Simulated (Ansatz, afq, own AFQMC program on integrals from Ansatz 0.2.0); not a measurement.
## SiNH2, quartet in cc-pVDZ, levels against CCSDT(Q)

```xyz
4

Si    0.0000    0.0000    0.5558
N     0.0000    0.0000   -1.2927
H     0.0000    1.3020    1.2391
H     0.0000   -1.3020    1.2391
```

Connectivity, by distances: SiH2–N.

Basis cc-pVDZ. Noble-gas cores (and the filled d shells of Ga–Kr and In–Xe) are frozen. Integrals, coupled cluster, full CI and functionals: Ansatz 0.2.0; the random walks run on the same integrals in our own AFQMC program. The CISD trial takes its coefficients from CCSD amplitudes. Released means that phaseless walkers are propagated on without the constraint, phases kept. Error bars are statistical, one sigma.

Determinant: UHF, the one that the program's search chose, which needn't be the lowest solution. The geometry is a PBE0/def2-TZVP stationary point of this or a neighbouring charge and spin state.

No full CI on the walks' own integrals is used here; CCSDT(Q) serves as the reference and is uncertain by about the last step of the cluster series.

Cautions: another spin lies lower.

```
T1 diagnostic                               : 0.0154
weight of the determinant in the CISD state : 0.894
⟨S²⟩ of the determinant                     : 3.779
size of the correlated space                : 11 electrons in 36 orbitals
```

Reference: CCSDT(Q), correlation energy -6.120 eV. The released energy is read at 2.40 1/Eh (meV from the phaseless value at times in 1/Eh: -14 ± 8 at 0.24, -10 ± 8 at 0.51, -13 ± 9 at 0.99, -35 ± 12 at 1.62, -2 ± 17 at 2.40).

```
         level  E − E(reference) (kJ/mol)  share of correlation (%)
            HF                      590.5                      0.00
           MP2                      119.0                     79.85
          CCSD                       17.2                     97.08
       CCSD(T)                        4.1                     99.30
         CCSDT                        0.9                     99.85
   ph-AFQMC/HF                 13.0 ± 3.4                     97.79
 ph-AFQMC/CISD                  2.4 ± 1.0                     99.59
released AFQMC                  2.2 ± 1.6                     99.63
```

A walk keeps the symmetry of its determinant, which the program's search chose and which needn't be the lowest solution, so a lower state of the same spin and another symmetry isn't excluded. Released energies are given only where the last usable release times agree within the noise; a slower fall can still hide under it.
